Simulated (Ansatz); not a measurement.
Energy needed to pull apart BNH$_{3}$O (SMILES NB[O]), doublet, into free ground-state atoms, from the structure below (displaced at random from a GFN2-xTB minimum); no zero-point or spin–orbit terms; open-shell atoms are treated unrestricted, in their ground-state multiplicity.

```
6
angstrom
N -0.3864 0.2720 -0.6619
B 0.4351 -0.0843 0.5437
O 0.5869 0.4791 1.7347
H -0.4814 -0.3706 -1.4777
H -1.2501 0.8793 -0.5105
H 1.0988 -1.1522 0.3452
```

Computed with Ansatz 0.2.0 (basis: def2-TZVPP); correlated methods freeze the cores; orbitals are unrestricted.

```csv
method,atomization energy (eV)
PBE-D4,23.59
r2SCAN-D4,22.88
PBE0-D4,22.70
r2SCAN0-D4,22.23
BHLYP-D4,21.86
wB97M-V,22.76
HF,?
MP2,22.00
CCSD,?
CCSD(T),21.76
```

What does HF give? (To be estimated.)

By the calculation: 15.91 eV, which is about 5.85 eV less than CCSD(T)/def2-TZVPP.

What does CCSD give? (Judge from chemistry; the value comes from the calculation.)

Computed: 21.39 eV, which is about 0.37 eV less than CCSD(T)/def2-TZVPP.

In triple zeta the MP2 and coupled-cluster atomization energies are still short of their basis limit by a few kcal/mol a bond, whereas those of the functionals are nearly converged, so these differences are not deviations from converged CCSD(T).

No T1 diagnostic of these runs exceeds 0.030. ⟨S²⟩ of the unrestricted Hartree–Fock references: 0.76 (a pure state has 0.75).

For scale, one of the runs: CCSD(T)/def2-TZVPP forces, 135 basis functions (an equivalent command: `ansatz run in.yaml --threads 4`). Hardware: 4 CPU threads, shared host. Wall time 2.3 min; peak host memory 3.2 GiB.
